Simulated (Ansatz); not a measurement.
# YCu5 (P6/mmm)

These are results of Ansatz 0.2.0, DFT PBEsol, scalar-relativistic, plane waves, PAW, not measurements.

Plane waves to 420 eV, a k mesh through Γ of 12×12×10 on the computed 6-atom cell and Gaussian smearing (0.10 eV); no spin polarisation.

The structure is relaxed at this level of theory with its symmetry kept. Whether it is the stable form of this composition wasn't checked.

Symmetry: P6/mmm, No. 191, hexagonal system. Conventional cell: a = 4.956 Å, b = 4.956 Å, c = 4.024 Å, α = 90.00°, β = 90.00°, γ = 120.00°. Around Y (site symmetry 6/mmm) lie 18 Cu at 2.86 to 3.19 Å. Around Cu (site symmetry mmm) lie 8 Cu at 2.47 to 2.48 Å. Cu (site symmetry -6m2) has 6 Cu at 2.47 Å as nearest neighbours.

| Item | Value |
| --- | --- |
| Volume per atom | 14.27 Å³ |
| Formation energy from the elements' standard states (uncorrected) | -0.193 eV/atom |
| Kohn–Sham band gap | none (metal) |
| Density of states at the Fermi level | 2.78 states/eV per cell |
| Löwdin character within 0.5 eV of the Fermi level | Y 4d 38 %, Cu 3d 22 %, Cu 4s 18 %, unprojected 19 % |
| Bulk modulus | 127 GPa |
| Its pressure derivative | 4.6 |
| Bader charges (e) | Y (1 in the cell) 1.63, Cu (3 in the cell) -0.30, Cu (2 in the cell) -0.37 |